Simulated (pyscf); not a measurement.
Hydrogen abstraction: :N–F [triplet] + disilane (H₃Si–SiH₃) → •HN–F + •H₂Si–SiH₃

Gas phase, triplet surface, charge 0. Bonds broken: Si3–H5. Bonds formed: N1–H5. Structures and frequencies: ωB97X-D3(BJ)/def2-SVP in PySCF.

Transition state (Å):

```xyz
10

N      0.5460    -0.3866     2.1675
F     -0.7111     0.0006     2.3799
Si     0.1241    -0.1689    -0.8334
Si    -2.0892     0.5428    -0.6475
H      0.5807    -0.3607     0.8685
H      1.0166     0.8448    -1.4737
H      0.2631    -1.4829    -1.5323
H     -2.7022     0.7771    -1.9890
H     -2.1252     1.8141     0.1304
H     -2.8757    -0.5014     0.0691
```

One imaginary mode, 1909i cm⁻¹; descent along it reached the two sides named.

```csv
bond,change,reactant side (Å),saddle,product side
Si3–H5,breaks,1.492,1.772,2.7
N1–H5,forms,3.1,1.300,1.046
```

Electronic energies relative to the separated reactants (eV):

```tsv
level	barrier	reaction energy
ωB97X-D3(BJ)/def2-TZVP	0.86	+0.64
PBE/def2-TZVP	0.42	+0.38
r²SCAN/def2-TZVP	0.59	+0.51
B3LYP-D3(BJ)/def2-TZVP	0.69	+0.54
PBE0-D3(BJ)/def2-TZVP	0.65	+0.49
M06-2X/def2-TZVP	0.84	+0.57
ωB97M-D3(BJ)/def2-TZVP	0.88	+0.61
HF/def2-TZVP	1.80	+1.08
```

With ωB97M-D3(BJ)/def2-TZVP energies and thermal terms (ideal gas, 1 atm, RRHO with modes under 100 cm⁻¹ raised to 100, one conformer, R ln 2 for rigid chiral ones), in eV:

```json
[
 {"T (K)": "298", "ΔH‡": "0.80", "ΔG‡": "1.16", "ΔH": "+0.65", "ΔG": "+0.54"},
 {"T (K)": "600", "ΔH‡": "0.83", "ΔG‡": "1.52", "ΔH": "+0.65", "ΔG": "+0.43"},
 {"T (K)": "900", "ΔH‡": "0.85", "ΔG‡": "1.86", "ΔH": "+0.63", "ΔG": "+0.33"},
 {"T (K)": "1200", "ΔH‡": "0.88", "ΔG‡": "2.19", "ΔH": "+0.61", "ΔG": "+0.23"}
]
```

•HN–F + •H₂Si–SiH₃ also meet on a surface of lower spin, which isn't treated here. One saddle was located; it need not be the lowest between these sides. The angle at the transferred H is 163°.
